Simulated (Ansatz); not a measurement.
How the band gap of 1T (CdI2-type) CdI2 moves with the method

No measured value is used here.

```json
[
 {"level (code)": "LDA+SOC (Ansatz)", "value (eV)": "1.84 (indirect)", "cell (Å³/atom)": "35.66"},
 {"level (code)": "BLYP (Ansatz)", "value (eV)": "2.28", "cell (Å³/atom)": "35.66"},
 {"level (code)": "PBEsol+SOC (Ansatz)", "value (eV)": "1.96 (indirect)", "cell (Å³/atom)": "35.66"},
 {"level (code)": "RPBE (Ansatz)", "value (eV)": "2.46", "cell (Å³/atom)": "35.66"},
 {"level (code)": "PBE-D4 (Ansatz)", "value (eV)": "2.31", "cell (Å³/atom)": "35.38"},
 {"level (code)": "rVV10 (Ansatz)", "value (eV)": "2.01", "cell (Å³/atom)": "36.53"},
 {"level (code)": "HSE06+SOC (Ansatz)", "value (eV)": "2.97 (indirect)", "cell (Å³/atom)": "35.66"},
 {"level (code)": "Hartree–Fock (Ansatz)", "value (eV)": "9.47", "cell (Å³/atom)": "35.66"}
]
```

Computed values are for a static lattice. Levels without +SOC have no spin–orbit coupling; where heavier elements are present it shifts gaps, mostly down, and can invert bands.  PBE-D4, rVV10: the gap is read on the k mesh or supercell of the run alone and can be too large. Values are at the measured cell; PBE-D4 at the level's own relaxed cell; rVV10 at the level's own equilibrium cell. Cutoffs and k meshes differ between the levels. Ansatz's density-functional and Hartree–Fock values are scalar-relativistic unless marked +SOC, with PAW data made under PBE.

Ansatz is an electronic-structure program.
